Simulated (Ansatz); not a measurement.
## [OH···H···N], quartet: the ladder up to UCCSDT(Q)

Geometry: a point of a hydrogen-transfer path between rigid fragments, not a stationary point.

```csv
atom,x (Å),y (Å),z (Å)
O,-1.1529,-0.0292,0.0000
H,-1.4022,0.8974,0.0000
H,0.2041,-0.0292,0.0000
N,1.4031,-0.0292,0.0000
```

Basis cc-pVTZ; Ansatz 0.2.0. Only valence electrons are correlated (noble-gas cores frozen), which leaves 13 electrons in 86 orbitals. Prefix R: restricted or restricted open-shell reference; prefix U: unrestricted. Active spaces: valence = (13e, 10o) chosen from the atoms' valence shells; pair = (5e, 5o) about the gap.

Full CI isn't at hand for all of this; UCCSDT(Q) serves as the reference, and is uncertain by about the last step of the cluster series. The frozen core follows each run's orbitals, which can shift R against U totals by a few meV.

For open shells CISD is restricted-active-space CI with the open shells as a complete middle space.

The UHF ⟨S²⟩ is 3.831, the T1 diagnostic (RCCSD) is 0.0568 and the largest doubles amplitude (RCCSD) is 0.062. The T1 diagnostic (UCCSD) is 0.0320.

| level | E − E(UCCSDT(Q)) (kcal/mol) | share of correlation (%) | wall time |
| --- | --- | --- | --- |
| RHF | 271.55 | 0.00 | – |
| UHF | 256.46 | 5.56 | – |
| RMP2 | 32.27 | 88.12 | – |
| UMP2 | 30.74 | 88.68 | – |
| CISD | 32.30 | 88.10 | 84 s |
| RCCSD | 9.99 | 96.32 | – |
| UCCSD | 9.34 | 96.56 | – |
| RCCSD(T) | 1.31 | 99.52 | 48 s |
| UCCSD(T) | 1.19 | 99.56 | 42 s |
| BCCD(T) | 1.13 | 99.58 | 4.8 s (H100) |
| RCCSDT | 0.60 | 99.78 | – |
| UCCSDT | 0.47 | 99.83 | – |
| RCCSDT(Q) | 0.11 | 99.96 | 32 s (H100) |
| CASSCF (pair space) | 245.71 | 9.51 | – |
| NEVPT2 (pair space) | 25.32 | 90.67 | 1.9 s (H100) |
| CASSCF (valence space) | 222.63 | 18.02 | – |
| NEVPT2 (valence space) | 33.89 | 87.52 | 8 s |

The correlation energy at UCCSDT(Q), counted from RHF, is -11.776 eV. That run took 19 s on 2 threads of AMD EPYC 7R13 with a shared H100 80 GB, shared host.

Times hold each run's SCF and search for its determinant on a shared host, so for small cases they say little of a method's own cost; rows without a card ran on 1 thread of AMD EPYC 7R13.

Natural occupations of CASSCF (valence space) about the gap: 1.976 1.947 1.004 1.001 1.000 0.055 0.025; effectively unpaired electrons, Σ n²(2−n)², 3.03.
